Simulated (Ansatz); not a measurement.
C4H4F2, SMILES `C=C(F)/C=C/F`. Charge 0, multiplicity 1.

| atom | x (Å) | y (Å) | z (Å) |
| --- | --- | --- | --- |
| C1 | 0.233 | 0.529 | -1.791 |
| C2 | 0.363 | -0.085 | -0.622 |
| F3 | 1.301 | -1.038 | -0.479 |
| C4 | -0.415 | 0.156 | 0.570 |
| C5 | -0.218 | -0.506 | 1.702 |
| F6 | -0.953 | -0.260 | 2.784 |
| H7 | -0.518 | 1.296 | -1.915 |
| H8 | 0.870 | 0.273 | -2.627 |
| H9 | -1.188 | 0.913 | 0.518 |
| H10 | 0.525 | -1.278 | 1.860 |

(1) What are the harmonic wavenumbers in cm⁻¹ at PBE0-D4/def2-TZVP (Ansatz, finite differences of forces, unscaled)? (Best estimate.)

(2) Is this a minimum?

(3) Give the ideal-gas thermochemistry at 298.15 K and 1 bar (rigid rotor, harmonic oscillator; point group Cs, symmetry number 1).

(4) Rotational constants (cm⁻¹)?

Results:

(1) The calculation gave: 151, 181, 231, 390, 454, 612, 629, 730, 861, 880, 925, 949, 965, 1184, 1251, 1335, 1352, 1415, 1700, 1762, 3196, 3220, 3236, 3295.

(2) Yes, all 24 modes are real.

(3) Zero-point energy 184.8 kJ/mol; H(298) − E = 202.8 kJ/mol; entropy 321.1 J/(mol·K), of which translation 165.0, rotation 112.0, vibration 44.1; G(298) − E = 107.0 kJ/mol.

(4) 0.3264, 0.06422, 0.05366.
